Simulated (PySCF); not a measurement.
# A diatomic session: BS

One table from this session's results is given with a row withheld; the runs are named, their logs left out.

Computed with PySCF 2.14.0. Level: B def2-SVP, S def2-SVP, no relativity.

Set-up of the first run:

The job is set up so:

- atoms: B, S
- charge: 0
- basis: B def2-SVP, S def2-SVP
- Hamiltonian: no relativity
- basis functions: 32
- electrons treated: 21
- masses in u: 11.0093, 31.9721
- levels: PBE0, PBE, r²SCAN, BLYP, PBEsol, M06-2X, LC-ωPBE, HF, MP2, SCS-MP2, CCSD, CCSD(T)
- grid: 80 radial by 434 angular points
- occupations: held fixed by the projection of orbital angular momentum
- dissociation limit: B + S, each in its ground configuration
- starting distance in angstrom: 1.800
- values of 2S to try: 1, 3

Launch:

```
OMP_NUM_THREADS=1 python dia.py task.json out
```

Among the steps run: Set-up; The PBE0 curve of the state that the search chose; Higher solutions at PBE0; PBE (GGA); r²SCAN (meta-GGA); BLYP; PBEsol (GGA); M06-2X (hybrid meta-GGA); LC-ωPBE (range-separated hybrid); ROHF; Correlated methods on the Hartree–Fock reference.

One of the session's tables, all rows but one given; the rest of the session is left out.

It belongs to the step «The curves together». Energy (eV) from each level's lowest point:

| R (Å) | ROHF | ROHF-MP2 | ROHF-SCS-MP2 | ROHF-CCSD | ROHF-CCSD(T) |
| --- | --- | --- | --- | --- | --- |
| 1.390 | 1.577 | 1.761 | 1.758 | n/a | n/a |
| 1.454 | 0.671 | 0.805 | 0.803 | 0.801 | 0.858 |
| 1.519 | 0.181 | 0.262 | 0.261 | 0.259 | 0.296 |
| 1.567 | ? | ? | ? | ? | ? |
| 1.616 | 0.000 | 0.000 | 0.000 | 0.000 | 0.000 |
| 1.665 | 0.089 | 0.048 | 0.048 | 0.048 | 0.028 |
| 1.729 | 0.335 | 0.241 | 0.240 | 0.240 | 0.192 |
| 1.810 | 0.786 | 0.631 | 0.628 | 0.623 | 0.538 |
| 1.907 | 1.444 | 1.237 | 1.227 | 1.204 | 1.075 |
| 2.036 | 2.372 | 2.173 | 2.138 | n/a | n/a |

Estimate the missing values for R (Å) = 1.567.

Worked estimate for «ROHF». A straight line through the neighbours (1.519, 0.181) and (1.616, 0.000) gives 0.181 + (0.000 − 0.181) × (1.567 − 1.519) / (1.616 − 1.519) = 0.091; a parabola fitted to 4 rows on both sides gives 0.017.

As computed: ROHF: 0.021; ROHF-MP2: 0.062; ROHF-SCS-MP2: 0.061; ROHF-CCSD: 0.061; ROHF-CCSD(T): 0.079. In «ROHF» the line misses by +0.070 and the parabola by -0.004.
